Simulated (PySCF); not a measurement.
Gas-phase reaction: BH2F + 2 B2H6 + B2O2 → BF(OH)2 + 6 BH2

Energies from PySCF (xtb for GFN2), thermal terms from the rigid-rotor harmonic-oscillator model, ideal gas at 1 bar. S°(298 K) at PBE0/def2-TZVP differs from the NASA 1993 table for BH2 (+14 J/mol/K); whether the harmonic model or the table's entry is off was not settled. † marks an energy on the PBE0/def2-TZVP geometry and frequencies; other levels use their own. CCSD(T) freezes the core. Open shells (unrestricted): BH2 (multiplicity 2); the rest are closed-shell singlets. GFN2 has no spin-polarisation term. B3LYP is the form with VWN-RPA correlation. BH2F, BF(OH)2: computed as isolated molecules; such fragments, hydroxides, amides, oligomers or adducts are transient or little studied in the gas. CCSD(T) isn't extrapolated to the basis-set limit; its ΔH°(298 K) is 1567.4 kJ in def2-SVP and 1545.5 kJ in def2-TZVPP. The harmonic model lacks anharmonicity and excited electronic states, which grow with temperature; levels with a mode under 35 cm⁻¹ are left out. Internal rotation in BF(OH)2 is treated as a harmonic vibration of one conformer, which makes the entropy rough. Warning, large T1 diagnostic: B2O2 (CCSD(T)/def2-SVP†).

ΔH° and ΔS° at 298 K: B3LYP/def2-TZVP† 1528 kJ, 505 J/K; BLYP/def2-TZVP† 1548 kJ, 505 J/K; CCSD(T)/def2-SVP† 1567 kJ, 505 J/K; GFN2-xTB 1764 kJ, 500 J/K.

Problem. With the heat capacities included, give log10 K (1 bar) at 500, 1600, 1800, 2000, 2500 K from B3LYP/def2-TZVP†, BLYP/def2-TZVP†, CCSD(T)/def2-SVP†, GFN2-xTB.

Solution. 
```tsv
T (K)	B3LYP/def2-TZVP†	BLYP/def2-TZVP†	CCSD(T)/def2-SVP†	GFN2-xTB
500	-132.9	-135.1	-137.1	-157.9
1600	-22.7	-23.4	-24.0	-31.0
1800	-17.3	-17.8	-18.4	-24.7
2000	-12.9	-13.4	-13.9	-19.7
2500	-5.2	-5.6	-6.0	-10.8
```
